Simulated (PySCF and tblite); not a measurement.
Results of a calculation; reference values are marked as such.
2 E/Z isomers of C₅H₉F, numbered alike:

| isomer | SMILES | descriptors (one enantiomer) |
| --- | --- | --- |
| A | [CH3:1]/[CH:2]=[CH:3]/[C@H:4]([CH3:5])[F:6] | 4S, 2=3 E |
| B | [CH3:1]/[CH:2]=[CH:3]\[C@H:4]([CH3:5])[F:6] | 4S, 2=3 Z |

Protocol: conformer search, at most 5 conformers an isomer, GFN2-xTB geometries, energies r2SCAN/def2-TZVP (IEF-PCM, dimethylsulfoxide) (D3(BJ) added where defined), weights at 298.15 K with GFN2-xTB thermal terms. Programs: PySCF with density fitting and tblite.

(1) Rank the isomers by free energy at 298.15 K.

(2) If they could interconvert freely, what would the mixture hold (chiral isomers as racemates)?

The minima are those of GFN2-xTB; planar forms about aryl–S or allylic bonds may be saddles in DFT.

Answers

(1) 
| isomer | ΔG (kcal/mol) | ΔE, lowest conformer | conformers | largest weight % | rms dipole (D) |
| --- | --- | --- | --- | --- | --- |
| A | 0.0 | 0.0 | 3 | 66 | 2.56 |
| B | 2.4 | 1.9 | 2 | 95 | 2.75 |

ΔG is for one enantiomer.

(2) A 98 %, B 2 %. A racemate gains RT ln 2.
